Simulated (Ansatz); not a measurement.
## A computed series for MgO: pressure series

The parent structure is MgO in the rock salt structure (space group Fm-3m, No. 225).

```
MgO
1.0
    0.00000     2.12694     2.12694
    2.12694     0.00000     2.12694
    2.12694     2.12694     0.00000
Mg O
1 1
Direct
  0.50000   0.50000   0.50000
  0.00000   0.00000   0.00000
```

Cell and atoms are relaxed at each pressure.

All numbers come from PBE/PAW in Ansatz (a program for electronic structure), no spin-orbit coupling.

| pressure (GPa) | volume per atom (Å³/atom) |
|---|---|
| -2 | 9.755 |
| -1 | ? |
| 0 | 9.622 |
| 0.3 | 9.603 |
| 0.7 | 9.578 |
| 1.5 | 9.527 |
| 5 | 9.324 |
| 7.5 | 9.191 |
| 10 | 9.067 |

Task: Fit the third-order Birch–Murnaghan form P(V) = (3B₀/2)[(V₀/V)^(7/3) − (V₀/V)^(5/3)]·[1 + (3/4)(B₀′ − 4)((V₀/V)^(2/3) − 1)] (squares taken in P) to the rows shown and predict the withheld row.

Result: Least squares on the printed values gives V₀ = 9.622 Å³/atom, B₀ = 149 GPa, B₀′ = 4.0; this predicts 9.687 Å³/atom, and the run gives 9.687 Å³/atom, in agreement.

Measured bulk modulus of MgO: 169.8 GPa (static lattice; corrected from measurement; as listed in Daniel Mejia-Rodriguez, S. B. Trickey, Phys. Rev. B (2018)); the computed value is 12 % below it.

Load acts through the strain it causes; cell and atoms are relaxed under it. Whether these cells are dynamically stable was not tested. Competing high-pressure phases were not computed. The base started in Pnma and relaxed to Fm-3m at this level.
